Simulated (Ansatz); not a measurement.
The first iterations of a band of BFH2 + ClH (6 atoms, charge 0, multiplicity 1).

Method: UKS PBE-D4/def2-SVPD in Ansatz 0.2.0.

```yaml
movable_images: 9
climbing_image: from the first iteration
spring: 5.0 eV/Å²
optimiser: fire
start_path: through a guess of the saddle point
force_threshold: 0.03 eV/Å
iteration_limit: 60
end_points: relaxed
```

First end point:

```xyz
6
Properties=species:S:1:pos:R:3
B -0.249 0.346 -0.858
F 0.820 1.093 -0.528
H -0.049 -0.651 -1.519
H -1.343 0.779 -0.567
H 0.925 -0.412 1.877
Cl -0.105 -1.155 1.594
```

Last end point:

```xyz
6
Properties=species:S:1:pos:R:3
B -0.554 -0.204 -0.446
F 1.206 0.926 0.247
H 0.016 -0.662 -1.404
H -1.273 0.762 -0.455
H 1.226 0.417 1.041
Cl -0.620 -1.238 1.018
```

| iteration | highest image above the first end (eV) | largest band force component (eV/Å) |
| --- | --- | --- |
| 1 | 1.185 | 2.821 |
| 2 | 0.841 | 1.805 |
| 3 | 0.705 | 2.975 |
| 4 | 0.697 | 1.748 |
| 5 | 0.683 | 0.609 |
| 6 | 0.665 | 1.108 |
| 7 | 0.665 | 1.047 |
| 8 | 0.663 | 0.926 |
| 9 | 0.661 | 0.743 |
| 10 | 0.658 | 0.503 |
| 11 | 0.655 | 0.380 |
| 12 | 0.652 | 0.349 |
| 13 | 0.652 | 0.345 |
| 14 | 0.651 | 0.337 |
| 15 | 0.650 | 0.326 |

**Question.** Does the band converge within its limit, and where does its top end?

**Answer.** The run converged. It ended after 47 iterations with the highest image 0.630 eV above the first end. Another band between the same ends (9 images) ends at a top of the same energy, where a vibrational analysis finds 1 clearly imaginary mode. The orbitals stay closed-shell, which can raise the energy where a bond breaks towards radicals; this wasn't checked here.

The run took 8.4 min on 2 threads of Arm Neoverse V2 (shared host), peak memory 0.16 GiB.
